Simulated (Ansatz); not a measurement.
The first iterations of a band of AlClFH2 (5 atoms, charge 0, multiplicity 2).

Method: UKS B3LYP-D4/def2-SVP (Ansatz).

* movable images: 9
* climbing image: yes
* spring: 5.0 eV/Å²
* optimiser: quadratic models (default)
* start path: through a guess of the saddle point
* force threshold: 0.03 eV/Å
* iteration limit: 60
* end points: relaxed

Initial state:

```xyz
5
Properties=species:S:1:pos:R:3
Al 0.140 -0.170 0.668
Cl -0.811 1.317 2.319
H 1.515 0.427 0.187
H -1.019 -0.716 -0.246
F 0.176 -0.859 2.272
```

Final state:

```xyz
5
Properties=species:S:1:pos:R:3
Al 0.135 0.095 0.002
Cl -0.138 -0.097 2.102
H 1.491 0.729 -0.479
H -1.040 -0.413 -0.912
F -0.448 -0.314 4.486
```

| iteration | highest image above the first end (eV) | largest band force component (eV/Å) |
| --- | --- | --- |
| 1 | 6.519 | 14.371 |
| 2 | 4.886 | 8.421 |
| 3 | 3.365 | 4.647 |
| 4 | 2.423 | 2.956 |
| 5 | 2.110 | 1.217 |
| 6 | 2.068 | 0.718 |
| 7 | 2.068 | 0.412 |
| 8 | 2.068 | 0.332 |

Task: Does the band converge within its limit, and where does its top end?

Result: The forces met the threshold. It ended after 26 iterations with the highest image 2.068 eV above the first end. The highest image is an end point: on this band no image between the ends rises above it. A vibrational analysis next to that end finds imaginary modes (86i, 68i cm⁻¹), so it isn't a minimum.

Run time: 5.8 min on 1 thread of Intel(R) Xeon(R) 6975P-C (Granite Rapids), with other jobs on the host, peak memory 0.17 GiB.
